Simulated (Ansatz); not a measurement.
# InH$_{3}$⁺, doublet: the ladder up to full CI

Geometry: a point of a stretch scan, not a stationary point.

```xyz
4

In    0.0000   -0.0170    0.0245
H     0.0000    2.3349   -0.0444
H     0.0000   -0.3541   -4.4448
H     0.0000   -0.0465    1.6927
```

Basis def2-SVP with its core potentials; Ansatz 0.2.0. Only valence electrons are correlated (noble-gas cores and the filled d shells of p-block atoms frozen), which leaves 5 electrons in 32 orbitals. R marks a restricted (for open shells ROHF) determinant, U an unrestricted one. Active spaces: pair = (3e, 3o) about the gap; valence = (5e, 7o) chosen from the atoms' valence shells. No spin–orbit coupling is included; scalar relativity enters through the core potentials alone.

Full CI is exact within this basis and frozen core; it isn't the basis-set limit. The frozen core follows each run's orbitals, which can shift R against U totals by a few meV for light atoms and by up to 0.1 eV past Ca.

The UHF ⟨S²⟩ is 1.677. The T1 diagnostic (RCCSD) is 0.0589 and the largest doubles amplitude (RCCSD) is 0.319.

```
                     level  E − E(full CI) (kJ/mol)  share of correlation (%)  wall time
                       RHF                    257.9                      0.00          –
                      RMP2                    102.0                     60.44          –
                     RCCSD                      9.0                     96.52          –
                  RCCSD(T)                      1.7                     99.36      3.4 s
                   BCCD(T)                      2.7                     98.96      3.3 s
                    RCCSDT                     -0.1                    100.05          –
                 RCCSDT(Q)                      0.0                    100.01      7.5 s
       CASSCF (pair space)                    113.8                     55.88          –
       NEVPT2 (pair space)                     35.1                     86.39     0.84 s
       MRCISD (pair space)                      3.0                     98.85          –
     MRCISD+Q (pair space)                     -2.2                    100.85      1.4 s
    CASSCF (valence space)                     40.7                     84.21          –
    NEVPT2 (valence space)                      9.7                     96.23      1.5 s
NEVPT4(SD) (valence space)                      0.1                     99.96      2.1 s
    MRCISD (valence space)                     -0.7                    100.27          –
  MRCISD+Q (valence space)                     -1.1                    100.44        2 s
```

The correlation energy at full CI, counted from RHF, is -2.673 eV. That run took 6.5 s on 1 thread of Intel Xeon 6975P-C, shared host over 1,254,272 determinants.

Run but not shown, since their state or frozen core can't be matched to the reference's or they repeat it: UHF, UMP2, UCCSD, UCCSD(T), UCCSDT, UCCSDT(Q).

Times hold each run's SCF and search for its determinant on a shared host, so for small cases they say little of a method's own cost; they ran on 1 thread of Intel Xeon 6975P-C.

More than 5 meV below full CI, which no variational method can be: MRCISD+Q (pair space), MRCISD+Q (valence space).

The full-CI state has the irrep A' of Cs, in the program's axes.

Natural occupations of full CI about the gap: 1.942 1.650 1.000 0.341 0.030 0.013 0.011 0.004 0.003 0.003; effectively unpaired electrons, Σ n²(2−n)², 1.67. No single determinant describes this state well, so single-reference rows can miss without a flag.
